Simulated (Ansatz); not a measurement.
Single points on the cluster Si2H4.

```yaml
crystal:
  periodic: [false, false, false]
  atoms:
    - {symbol: Si, position_ang: [0.027956, -0.289582, -1.047271]}
    - {symbol: Si, position_ang: [-0.028242, 0.289499, 1.047102]}
    - {symbol: H, position_ang: [0.722238, -0.536333, 2.039470]}
    - {symbol: H, position_ang: [-0.721647, 0.537072, -2.039637]}
    - {symbol: H, position_ang: [-1.302864, 0.829217, 1.607532]}
    - {symbol: H, position_ang: [1.302549, -0.829864, -1.607196]}
basis:
  gaussian: {orbitals: def2-TZVPD, initial_orbitals: start.molden}
hamiltonian: {xc: r2scan, dispersion: d4}
scf: {omitted_lower_state_checks: [starts]}
output: {orbitals: {seedname: orbitals}}
```

The file start.molden holds the orbitals of an earlier run on this structure, at another level or in another basis.

```sh
$ ansatz run in.yaml --threads 4 --pin off --events-out ev --progress --plain --max-ram 3916MiB
```

Shortened log:

```
Functional definition: r2SCAN
754 factors; their error is unknown
mean field evaluation 1: about -15817.2965 eV, gradient 6.7e0 eV
mean field evaluation 2: about -15817.3272 eV, gradient 4.8e-2 eV
mean field evaluation 4: about -15817.3134 eV, gradient 4.0e-5 eV
mean field -15817.31336399 eV, -581.2755447665 hartree, gradient 5.5e-6 eV, S^2 0.000000; 0 other end points of the search recorded, 0 dependent functions left out
reference -15817.31337638 eV, -581.2755452220 hartree; 16, 16 occupied and 106, 106 virtual orbitals, 754 factors
Total energy: -15817.33908439 eV, -581.2764899739 hartree
Checks for a lower state left out: starts
```

Hardware: 4 threads of Arm Neoverse V1 on a shared host. Wall time 1.4 s.

Geometry: PBE-D4/def2-TZVP.

The restricted singlet is unstable towards broken spin symmetry in Hartree–Fock (as tested in another run); at r2SCAN-D4/def2-TZVPD this wasn't settled. The structure comes from a short search, and lower isomers may exist.
